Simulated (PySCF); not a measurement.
# A diatomic session: NaS

Aim: find the lowest electronic state of NaS, scan its bond at several levels of theory, and get bond length, wavenumber and dissociation energy from each curve.

Computed with PySCF 2.14.0. Level: Na cc-pVDZ, S cc-pV(D+d)Z, no relativity.

## (1) Set-up

Settings of the job:

```json
{
  "atoms": "Na, S",
  "charge": "0",
  "basis": "Na cc-pVDZ, S cc-pV(D+d)Z",
  "Hamiltonian": "no relativity",
  "basis functions": "41",
  "electrons treated": "27",
  "masses in u": "22.9898, 31.9721",
  "levels": "PBE0, PBE, r²SCAN, r²SCANh, B2PLYP, M06-L, HSE06, HF, MP2, SCS-MP2, CCSD, CCSD(T)",
  "grid": "80 radial by 434 angular points",
  "occupations": "held fixed by the projection of orbital angular momentum",
  "dissociation limit": "Na + S, each in its ground configuration",
  "starting distance in angstrom": "2.560",
  "values of 2S to try": "1, 3"
}
```

Command:

```sh
OMP_NUM_THREADS=1 python dia.py task.json out
```

After this run come: PBE0 along the bond; Excited determinants; PBE (GGA); r²SCAN (meta-GGA); r²SCANh (hybrid meta-GGA); B2PLYP; M06-L (meta-GGA); HSE06 (range-separated hybrid); UHF (mean field); Correlated methods on the Hartree–Fock reference.

Q: Predict the outcome of this session. Wanted: for each run, Re; ωe; De; μ.

The runs gave:

Lowest PBE0 solution found, without spin–orbit coupling: ²Π (doublet), unpaired electrons π ↑. State 2 has its PBE0 minimum 0.60 eV higher. The other levels ran on the lowest alone.

| level | Re (Å) | ωe (cm⁻¹) | De (eV) | μ (D) |
| --- | --- | --- | --- | --- |
| UHF | 2.525 | 328 | 1.40 | -9.15 |
| UHF-MP2 | 2.530 | 320 | 2.11 | n/a |
| UHF-SCS-MP2 | 2.531 | 320 | 2.09 | n/a |
| UHF-CCSD | 2.531 | 319 | 2.05 | n/a |
| UHF-CCSD(T) | 2.535 | 317 | 2.09 | n/a |
| PBE | 2.510 | 317 | 2.55 | -7.59 |
| r²SCAN | 2.507 | 325 | 2.60 | -8.37 |
| M06-L | 2.515 | 321 | 3.06 | -8.98 |
| r²SCANh | 2.504 | 327 | 2.57 | -8.48 |
| PBE0 | 2.498 | 327 | 2.46 | -8.22 |
| HSE06 | 2.499 | 326 | 2.47 | -8.18 |
| B2PLYP | 2.505 | 326 | 2.36 | -8.45 |

De is counted to Na + S in their ground configurations. A positive dipole means Na(−)S(+).

Differences from CCSD(T) in the same basis:

| level | Re (mÅ) | ωe (%) |
| --- | --- | --- |
| UHF | -10 | +3.6 |
| UHF-MP2 | -5 | +1.2 |
| UHF-SCS-MP2 | -4 | +1.1 |
| UHF-CCSD | -3 | +0.7 |
| PBE | -25 | +0.3 |
| r²SCAN | -27 | +2.5 |
| M06-L | -19 | +1.4 |
| r²SCANh | -31 | +3.2 |
| PBE0 | -36 | +3.2 |
| HSE06 | -35 | +2.9 |
| B2PLYP | -29 | +2.9 |

What this shows: Judged by CCSD(T) in the same basis: best bond length UHF-CCSD (-3 mÅ), worst PBE0 (-36 mÅ); best wavenumber PBE (+0.3 %), worst UHF (+3.6 %). Hartree–Fock makes the bond too short and too stiff against this reference, as it mostly does. CCSD(T) in a basis this small is itself some way from its limit, more so than the functionals. Of the levels with a De here, UHF gives the least (1.40 eV) and M06-L the most (3.06 eV).

Correlated steps freeze 6 core orbitals. B2PLYP dipoles, levels and charges come from its SCF part alone.
